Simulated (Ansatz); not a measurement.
Trimethylsilane (`C[SiH](C)C`) at its PBE0-D4/def2-TZVP geometry, where that method's forces vanish. The species carries charge 0 and has multiplicity 1.

```xyz
14

C    -1.5761   -0.4574    0.6874
Si    0.2493   -0.2919    0.2989
C     0.8168    1.4719    0.5762
C     0.5890   -0.8152   -1.4677
H    -1.9172   -1.4863    0.5483
H    -1.7866   -0.1720    1.7212
H    -2.1734    0.1849    0.0342
H     1.0149   -1.1887    1.2170
H     0.2785    2.1622   -0.0793
H     1.8849    1.5793    0.3709
H     0.6415    1.7848    1.6086
H     0.2791   -1.8491   -1.6393
H     0.0454   -0.1808   -2.1735
H     1.6538   -0.7417   -1.7029
```

Question: What forces (eV/Å) does PBE-D4/def2-TZVPP give on these atoms in Ansatz? (An estimate is asked.)

Answer: Computed: 
```
C1   0.036 -0.002 -0.002
Si2  0.017 -0.020  0.020
C3  -0.006 -0.036  0.000
C4  -0.002  0.005  0.036
H5  -0.073 -0.192 -0.024
H6  -0.049  0.052  0.194
H7  -0.118  0.119 -0.121
H8   0.079 -0.092  0.095
H9  -0.098  0.135 -0.121
H10  0.201  0.030 -0.037
H11 -0.030  0.068  0.193
H12 -0.056 -0.195 -0.042
H13 -0.100  0.117 -0.138
H14  0.200  0.011 -0.053
```
